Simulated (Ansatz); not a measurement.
in.yaml

```yaml
crystal:
  periodic: [false, false, false]
  atoms:
    - {symbol: B, position_ang: [0.000000, 0.000000, 0.000000]}
    - {symbol: S, position_ang: [0.000000, 0.000000, 2.568000]}
basis:
  gaussian: {orbitals: aug-cc-pVDZ}
magnetization: {spin_polarized: true, initial_magnetization: 1}
correlation: {method: mp2, electrons: valence}
accuracy: high
scf: {lower_state_search: light}
```

```sh
$ ansatz run in.yaml --threads 1 --pin off --events-out ev --progress --plain --max-ram 2393MiB
```

Problem. Roughly how long does this take on 1 thread of Arm Neoverse V2, shared host, and how much host memory?

Solution. 7 s wall and 0.16 GiB.

```
900 factors; integrals over basis functions are off by at most 3.5e-9 eV
mean field evaluation 1: about -11480.8244 eV, gradient 1.5e1 eV
mean field evaluation 2: about -11480.8321 eV, gradient 1.5e1 eV
mean field evaluation 4: about -11483.4438 eV, gradient 2.2e0 eV
mean field evaluation 8: about -11483.6168 eV, gradient 4.5e-1 eV
mean field evaluation 16: about -11483.6362 eV, gradient 8.0e-2 eV
mean field evaluation 32: about -11483.6371 eV, gradient 3.0e-5 eV
mean field evaluation 64: about -11484.6865 eV, gradient 1.3e-4 eV
mean field evaluation 96: about -11474.2634 eV, gradient 2.6e1 eV
mean field evaluation 128: about -11481.9623 eV, gradient 1.5e-8 eV
mean field evaluation 160: about -11480.8553 eV, gradient 1.4e1 eV
mean field evaluation 192: about -11484.5066 eV, gradient 2.6e-1 eV
mean field evaluation 224: about -11484.6846 eV, gradient 1.2e-1 eV
mean field evaluation 256: about -11483.4562 eV, gradient 8.4e-1 eV
mean field evaluation 288: about -11482.9010 eV, gradient 9.1e0 eV
mean field evaluation 320: about -11484.6789 eV, gradient 1.2e-1 eV
mean field evaluation 352: about -11484.4843 eV, gradient 1.5e0 eV
mean field evaluation 384: about -11484.5437 eV, gradient 2.6e0 eV
mean field evaluation 416: about -11484.6825 eV, gradient 1.9e-1 eV
mean field evaluation 448: about -11484.6829 eV, gradient 2.8e-8 eV
mean field evaluation 480: about -11480.4662 eV, gradient 8.7e0 eV
mean field evaluation 512: about -11484.0380 eV, gradient 3.2e-1 eV
mean field evaluation 544: about -11484.0502 eV, gradient 1.6e-2 eV
mean field evaluation 576: about -11484.6829 eV, gradient 3.0e-4 eV
mean field evaluation 608: about -11483.6371 eV, gradient 1.2e-3 eV
mean field -11484.68645401 eV, -422.0544425846 hartree, gradient 2.6e-8 eV, S^2 1.150090; 29 other end points of the search recorded, 0 dependent functions left out
6 core orbitals not correlated: weight in the atoms' cores, before any rotation towards them, 1.000 or more for the frozen orbitals, at most 0.000 for the correlated occupied ones
reference -11484.68645401 eV, -422.0544425846 hartree; 5, 4 occupied and 39, 40 virtual orbitals, 900 factors
second order -4.22978646 eV of doubles, -0.00000000 eV of singles
Total energy: -11488.91624046 eV, -422.2098843699 hartree
```
